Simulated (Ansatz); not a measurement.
Reaction (SMILES): CN(C)C + 3 [H][H] (H2) → 3 C (CH4) + N (NH3)
B3LYP-D3(BJ)/def2-TZVP geometries, fixed; electronic energies without zero-point terms.

Basis-set convergence of the energy of full hydrogenation at MP2 with Ansatz (a quantum-chemistry and plane-wave program). Cartesian d functions, on some or all atoms, in 6-31G**; all else is spherical. Cores are frozen. No added dispersion term, no relativity. Functions are those of the species that has most. Reference: Hartree-Fock in aug-cc-pVQZ plus the correlation part extrapolated as X^-3 from aug-cc-pVTZ and aug-cc-pVQZ, -67.68 kcal/mol, itself unsure by roughly 0.10 kcal/mol (a third of the extrapolation step and of the last Hartree-Fock step).

```csv
basis,functions,energy of full hydrogenation (kcal/mol)
3-21G,54,-60.67
6-31G,54,-67.39
pcseg-0,54,-66.81
def2-SV(P),74,-48.32
def2-SVP,101,-65.29
pcseg-1,101,-66.94
6-31G**,105,(withheld)
6-311G**,126,-64.87
6-311+G**,142,-65.74
def2-SVPD,152,(withheld)
aug-cc-pVDZ,173,-67.91
"6-311++G(2d,2p)",198,(withheld)
def2-TZVPD,229,-63.81
pcseg-2,246,-68.25
aug-cc-pVTZ,391,-67.93
aug-pcseg-2,391,-67.59
def2-QZVPPD,549,(withheld)
aug-cc-pVQZ,734,-67.67
```

Task: What belongs in the gaps?

Result: 
- 6-31G**, energy of full hydrogenation (kcal/mol): -64.64
- def2-SVPD, energy of full hydrogenation (kcal/mol): -67.35
- 6-311++G(2d,2p), energy of full hydrogenation (kcal/mol): -70.19
- def2-QZVPPD, energy of full hydrogenation (kcal/mol): -67.96
